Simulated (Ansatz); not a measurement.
# C₃H₇N: one species, many methods

The task here is to estimate one member of a computed series from the others.

Method: functionals in def2-TZVPP, the program's frozen cores in correlated methods; program: Ansatz 0.2.0, Gaussian basis.

Levels to be run: LDA (SPW92), PBE-D4, revPBE-D4, BLYP-D4, r2SCAN-D4, B97M-V, PBE0-D4, B3LYP-D4, r2SCANh-D4, r2SCAN0-D4, HSE06-D4, BHLYP-D4, CAM-B3LYP-D4, LC-ωPBE, ωB97X-V, ωB97M-V, B2PLYP, PBE-QIDH; CCSD(T)/def2-SVP; CCSD(T)/def2-TZVPP; MP2/def2-QZVPP; extrapolation to the limit; RPA on PBE.

## The geometry

All runs share one geometry, relaxed beforehand with PBE0-D4 in a triple-zeta def2 set.

SMILES `C=CNC`, 11 atoms, charge 0, spin multiplicity 1.

Atoms are counted from 1 here; the program's logs count them from 0.

Bond lengths: C1–C2 1.334 Å, C1–H5 1.085 Å, C1–H6 1.080 Å, C2–N3 1.375 Å, C2–H7 1.088 Å, N3–C4 1.442 Å, N3–H8 1.008 Å, C4–H9 1.099 Å, C4–H10 1.092 Å, C4–H11 1.091 Å. Angles: C2–C1–H5 122.1°, C2–C1–H6 120.2°, H5–C1–H6 117.7°, C1–C2–N3 127.0°, C1–C2–H7 119.8°, N3–C2–H7 113.2°, C2–N3–C4 119.3°, C2–N3–H8 114.2°, C4–N3–H8 114.4°, N3–C4–H9 113.8°, N3–C4–H10 109.3°, N3–C4–H11 109.7°, H9–C4–H10 107.9°, H9–C4–H11 108.4°, H10–C4–H11 107.5°.

The first run:

The input, in.yaml:

```yaml
crystal:
  periodic: [false, false, false]
  atoms:
    - {symbol: C, position_ang: [-1.283245, 1.433745, -0.497167]}
    - {symbol: C, position_ang: [-0.319515, 0.749323, 0.121890]}
    - {symbol: N, position_ang: [-0.183985, -0.617933, 0.181566]}
    - {symbol: C, position_ang: [1.132180, -1.190258, 0.320360]}
    - {symbol: H, position_ang: [-2.054427, 0.942408, -1.080723]}
    - {symbol: H, position_ang: [-1.330094, 2.509351, -0.406759]}
    - {symbol: H, position_ang: [0.440074, 1.279925, 0.691901]}
    - {symbol: H, position_ang: [-0.793952, -1.121183, -0.444333]}
    - {symbol: H, position_ang: [1.758760, -1.084547, -0.576689]}
    - {symbol: H, position_ang: [1.650843, -0.705893, 1.150946]}
    - {symbol: H, position_ang: [1.048763, -2.251640, 0.559808]}
basis:
  gaussian: {orbitals: def2-TZVPP}
hamiltonian: {xc: lda}
output: {orbitals: {seedname: orbitals}}
```

Steps of the session up to this table: LDA; PBE-D4 (GGA); revPBE-D4 (GGA); BLYP-D4 (GGA); r2SCAN-D4 (meta-GGA); B97M-V (meta-GGA); PBE0-D4 (hybrid); B3LYP-D4 (hybrid); r2SCANh-D4 (hybrid); r2SCAN0-D4 (hybrid); HSE06-D4 (hybrid); BHLYP-D4 (hybrid); CAM-B3LYP-D4 (range-separated); LC-ωPBE-D4 (range-separated; the results give it without D4); ωB97X-V (range-separated); ωB97M-V (range-separated); B2PLYP (double hybrid); PBE-QIDH (double hybrid).

One table of the session follows, with a row left open; its other results are not shown here.

It belongs to the step «Orbital energies across the functionals». 

```
  functional  HOMO (eV)  LUMO (eV)  gap (eV)
 LDA (SPW92)      -4.78      -0.26      4.52
      PBE-D4      -4.62      -0.02      4.60
   revPBE-D4      -4.56       0.07      4.64
     BLYP-D4      -4.49       0.08      4.57
   r2SCAN-D4      -4.81       0.24      5.05
      B97M-V      -4.88       0.25      5.13
     PBE0-D4      -5.76       0.95      6.71
    B3LYP-D4          ?          ?         ?
  r2SCANh-D4      -5.24       0.60      5.84
  r2SCAN0-D4      -5.90       1.12      7.01
    HSE06-D4      -5.36       0.57      5.93
    BHLYP-D4      -6.79       1.91      8.70
CAM-B3LYP-D4      -7.07       2.00      9.07
     LC-ωPBE      -8.38       3.22     11.59
     ωB97X-V      -8.03       3.11     11.14
     ωB97M-V      -7.96       2.77     10.73
```

Estimate the missing values for B3LYP-D4.

Worked estimate for «HOMO (eV)». Against the share of exact exchange, BLYP-D4 (0, -4.49), BHLYP-D4 (0.5, -6.79) give a slope of -4.60 per unit share; at 0.2 the line stands at -5.41.

The run gave: HOMO (eV): -5.56; LUMO (eV): 0.69; gap (eV): 6.25. In «HOMO (eV)» the line misses by +0.15.
